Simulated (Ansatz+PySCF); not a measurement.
Two shapes of singlet CH₃NO.

Shape 1:

```xyz
6

C     0.0000   -0.4117   -0.0523
O     0.0000   -0.3905    1.1538
N     0.0000    0.6799   -0.8543
H     0.0000   -1.3629   -0.6417
H     0.0000    0.5969   -1.8606
H     0.0000    1.6013   -0.4339
```

Shape 2:

```xyz
6

C    -0.0267   -0.4249   -0.0925
O    -0.0146   -0.4268    1.1850
N     0.0484    0.6680   -0.8578
H     0.0499   -1.3602   -0.6420
H    -0.0239    0.5722   -1.8969
H    -0.0421    1.6132   -0.4096
```

Basis set: def2-SVP (spherical functions). Frozen core: 3 orbitals. Charge 0, multiplicity 1.

Computed with Ansatz (development build ahead of 0.2.0); each method stands on the lowest determinant of its kind that the runs found.

(1) Which shape is lower in energy, and by how much in each method?

## Answers

(1)

```json
{"method": "UHF", "E(2) − E(1) (eV)": "0.442"}
{"method": "UHF-MP2", "E(2) − E(1) (eV)": "0.241"}
{"method": "UHF-CCSD", "E(2) − E(1) (eV)": "0.272"}
{"method": "RHF-CCSD(T)", "E(2) − E(1) (eV)": "0.239"}
{"method": "PBE0 (unrestricted)", "E(2) − E(1) (eV)": "0.282"}
```

Shape 1 is lower.
